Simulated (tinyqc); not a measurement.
Inside a calculation. Method: RHF in the sto-6g basis, for H2F+, spin multiplicity 1. One step of it, computed by the program tinyqc.

Problem. Orthogonalisation. S = U s U^T; canonical form X = U s^(-1/2), so that X^T S X = 1. Each column of U has its largest component positive (the first on a tie).

overlap S, lower triangle:
```
           1F 1s     1F 2s    1F 2px     1F 2py    1F 2pz     2H 1s     3H 1s
1F 1s   1.000000
1F 2s   0.232479  1.000000
1F 2px  0.000000  0.000000  1.000000
1F 2py  0.000000  0.000000  0.000000   1.000000
1F 2pz  0.000000  0.000000  0.000000   0.000000  1.000000
2H 1s   0.048524  0.439378  0.000000   0.277199  0.199773  1.000000
3H 1s   0.051820  0.458431  0.000000  -0.285332  0.205470  0.258658  1.000000
```

Give: eigenvalues of S; X.

Solution.

eigenvalues of S: 0.394  0.454  0.899  1.000  1.083  1.289  1.880

X:
```
             1       2       3      4       5       6       7
1F 1s   -0.318   0.062   0.744  0.000  -0.618   0.002   0.157
1F 2s    1.120  -0.183  -0.251  0.000  -0.279   0.005   0.431
1F 2px   0.000   0.000   0.000  1.000   0.000   0.000   0.000
1F 2py  -0.161  -0.859   0.001  0.000  -0.005   0.713  -0.007
1F 2pz   0.450  -0.075   0.664  0.000   0.654   0.005   0.176
2H 1s   -0.507   0.948  -0.167  0.000   0.135   0.375   0.375
3H 1s   -0.833  -0.722  -0.162  0.000   0.133  -0.357   0.387
```
